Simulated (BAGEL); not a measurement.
# SiH2O (oxosilane), step by step

Wanted: the energy (HF/cc-pVDZ), then a single-point energy (NEVPT2(2,2)/cc-pVDZ), then the energy (CASPT2(2,2)/cc-pVDZ) of SiH2O (oxosilane). 

The results are computed with BAGEL 1.2.2.

8 further runs of the same task are left out: 8 set aside as unsound or not needed.

## 1. The structure to begin with

SiH2O has 4 atoms, charge 0, and is taken as a singlet. As SMILES, `O=[SiH2]`. The Si2–H3 distance was set to 3.417 Å, away from the relaxed value. At this shape a bond of the SMILES string is far longer than usual.

Bond lengths: O1–Si2 1.516 Å, Si2–H4 1.486 Å. Angles: O1–Si2–H4 124.0°.

## 2. The energy at HF/cc-pVDZ (density fitting with svp-jkfit) (run 1)

Contents of job.json:

```json
{ "bagel" : [

{
  "title" : "molecule",
  "basis" : "cc-pvdz.json",
  "df_basis" : "svp-jkfit",
  "angstrom" : false,
  "geometry" : [
    { "atom" : "O", "xyz" : [    -1.63230574,     4.11211586,     3.78687698 ] },
    { "atom" : "Si", "xyz" : [    -1.10979647,     3.34923342,     1.07587588 ] },
    { "atom" : "H", "xyz" : [     0.83129052,    -2.54357136,    -0.71091497 ] },
    { "atom" : "H", "xyz" : [    -1.38059422,     5.07436440,    -1.12225354 ] }
  ]
},

{ "title" : "hf" },

{ "title" : "print", "file" : "orbitals.molden", "orbitals" : true }

]}
```

The basis set cc-pVDZ is read from a file made from the Basis Set Exchange's data (not shown).

Started as:

```console
BAGEL_NUM_THREADS=1 BAGEL job.json > job.out
```

The log of the run:

```text
* using 1 threads per process

  ===============================================================
  ===============================================================

  *** Geometry ***

  { "atom" : "O", "xyz" : [     -1.632306,      4.112116,      3.786877 ] },
  { "atom" : "Si", "xyz" : [     -1.109796,      3.349233,      1.075876 ] },
  { "atom" : "H", "xyz" : [      0.831291,     -2.543571,     -0.710915 ] },
  { "atom" : "H", "xyz" : [     -1.380594,      5.074364,     -1.122254 ] },

  Number of auxiliary basis functions:      241

  Since a DF basis is specified, we compute 2- and 3-index integrals:
    o Being stored without compression. Storage requirement is 0.003 GB

  Number of basis functions:       42
  Number of electrons      :       24

    * METHOD: MOLECULE                             0.04

  *** RHF ***

  === Nuclear Repulsion ===
    48.9317750983

      * DIIS with orbital gradients will be used.

  === RHF iteration (cc-pvdz.json) ===
      0       -364.38501336          0.03429161           0.01
      1       -363.75269898          0.07920074           0.01
      2       -364.69394709          0.00820219           0.01
[... 13 lines of this table left out ...]
     16       -364.71196813          0.00000001           0.01
    * SCF iteration converged.

    * Permanent dipole moment:
           (    0.067831,    -0.681454,     1.225456) a.u.

    * METHOD: HF                                   0.16

    * METHOD: PRINT                                0.00

  ===============================================================
```

Wall time 0.35 s (1 thread of Arm Neoverse V2, shared host); peak memory 0.15 GiB.

## 3. A single-point energy at NEVPT2(2,2)/cc-pVDZ (density fitting with svp-jkfit) (run 2)

Contents of calc.json:

```json
{ "bagel": [

{
  "title": "molecule",
  "basis": "cc-pvdz.json",
  "df_basis": "svp-jkfit",
  "geometry": [
    { "atom": "O", "xyz": [ -1.63230574,  4.11211586,  3.78687698 ] },
    { "atom": "Si", "xyz": [ -1.10979647,  3.34923342,  1.07587588 ] },
    { "atom": "H", "xyz": [  0.83129052, -2.54357136, -0.71091497 ] },
    { "atom": "H", "xyz": [ -1.38059422,  5.07436440, -1.12225354 ] }
  ]
},
{
  "title": "hf",
  "charge": 0
},
{
  "title": "nevpt2",
  "nstate": 1,
  "nact": 2,
  "nclosed": 11,
  "charge": 0,
  "active": [12, 13],
  "maxiter": 200,
  "natocc": true,
  "ncore": 6
},
{
  "title": "print",
  "file": "orbitals.molden",
  "orbitals": true
}

]}
```

The basis set cc-pVDZ is read from a file made from the Basis Set Exchange's data (not shown).

Started as:

```console
BAGEL_NUM_THREADS=1 BAGEL calc.json > calc.out
```

The log of the run:

```text
* using 1 threads per process

  ===============================================================
  ===============================================================

  *** Geometry ***

  { "atom" : "O", "xyz" : [     -1.632306,      4.112116,      3.786877 ] },
  { "atom" : "Si", "xyz" : [     -1.109796,      3.349233,      1.075876 ] },
  { "atom" : "H", "xyz" : [      0.831291,     -2.543571,     -0.710915 ] },
  { "atom" : "H", "xyz" : [     -1.380594,      5.074364,     -1.122254 ] },

[... 23 lines left out ...]
    * SCF iteration converged.
[... 1 line left out ...]
    * Permanent dipole moment:
[... 28 lines left out ...]
    * Second-order optimization converged. *
[... 9 lines left out ...]
     * ci vector, state   0, <S^2> = 0.0000
       2.     0.8187640479
       .2    -0.5741301541

  === DF-NEVPT2 calculation ===

    * 3-index integral transformation done
    * assembly done

      NEVPT2 correlation energy:   -0.2758845595      0.02

          (+0)     -0.2299375768
          (+0)'    -0.0057839479
          (+1)     -0.0195784014
          (+1)'    -0.0000000000
          (+2)     -0.0001343638
          (-1)     -0.0201878362
          (-1)'     0.0000000000
          (-2)     -0.0002624333

      NEVPT2 total energy:       -365.0915838210

    * METHOD: NEVPT2                               0.41

    * METHOD: PRINT                                0.00

  ===============================================================
```

Wall time 0.73 s (1 thread of Arm Neoverse V2, shared host); peak memory 0.15 GiB.

## 4. The energy at CASPT2(2,2)/cc-pVDZ (density fitting with svp-jkfit) (run 3)

Contents of job.json:

```json
{ "bagel" : [

{
  "title" : "molecule",
  "basis" : "cc-pvdz.json",
  "df_basis" : "svp-jkfit",
  "angstrom" : false,
  "geometry" : [
    { "atom" : "O", "xyz" : [ -1.63230574,  4.11211586,  3.78687698 ] },
    { "atom" : "Si", "xyz" : [ -1.10979647,  3.34923342,  1.07587588 ] },
    { "atom" : "H", "xyz" : [  0.83129052, -2.54357136, -0.71091497 ] },
    { "atom" : "H", "xyz" : [ -1.38059422,  5.07436440, -1.12225354 ] }
  ]
},
{
  "title" : "hf"
},
{
  "title" : "casscf",
  "nstate" : 1,
  "nact" : 2,
  "nclosed" : 11,
  "active" : [12, 13],
  "maxiter" : 200,
  "natocc" : true
},
{
  "title" : "print",
  "file" : "orbitals.molden",
  "orbitals" : true
},
{
  "title" : "smith",
  "method" : "caspt2",
  "ms" : true,
  "xms" : true,
  "sssr" : true,
  "shift" : 0.2,
  "shift_imag" : true,
  "ncore" : 6
}

]}
```

The basis set cc-pVDZ is read from a file made from the Basis Set Exchange's data (not shown).

Started as:

```console
BAGEL_NUM_THREADS=1 BAGEL job.json > job.out
```

The log of the run:

```text
* using 1 threads per process

  ===============================================================
  ===============================================================

  *** Geometry ***

  { "atom" : "O", "xyz" : [     -1.632306,      4.112116,      3.786877 ] },
  { "atom" : "Si", "xyz" : [     -1.109796,      3.349233,      1.075876 ] },
  { "atom" : "H", "xyz" : [      0.831291,     -2.543571,     -0.710915 ] },
  { "atom" : "H", "xyz" : [     -1.380594,      5.074364,     -1.122254 ] },

[... 25 lines left out ...]
    * Permanent dipole moment:
[... 37 lines left out ...]
     * ci vector, state   0, <S^2> = 0.0000
[... 21 lines left out ...]
       #      aibj      arbs      arbi      airj      risj      airs      arst      rist         Etot      error   time
[... 8 lines left out ...]
      ------------------------------------------------------------------------------------------------------------------

    * CASPT2 energy : state  0     -365.0967886002
        w/o shift correction       -365.0944950377
        reference weight              0.9036844085

    * METHOD: SMITH                                0.06

  ===============================================================
```

Wall time 0.79 s (1 thread of Arm Neoverse V2, shared host); peak memory 0.15 GiB.

## 5. Summary of results

| quantity | value |
| --- | --- |
| run 1, HF/cc-pVDZ: total energy | -364.71197 Eh |
| run 1, HF/cc-pVDZ: dipole moment | 3.57 D |
| run 1, HF/cc-pVDZ: HOMO energy | -8.45 eV |
| run 1, HF/cc-pVDZ: LUMO energy | -2.19 eV |
| run 1, HF/cc-pVDZ: HOMO–LUMO gap | 6.26 eV |
| run 2, NEVPT2(2,2)/cc-pVDZ: total energy | -365.09158 Eh |
| run 3, CASPT2(2,2)/cc-pVDZ: total energy | -365.09679 Eh |

**Reading.** One bond (run 1, HF/cc-pVDZ) is far stretched, which a spin-restricted single reference describes badly; a broken-symmetry solution may lie lower.
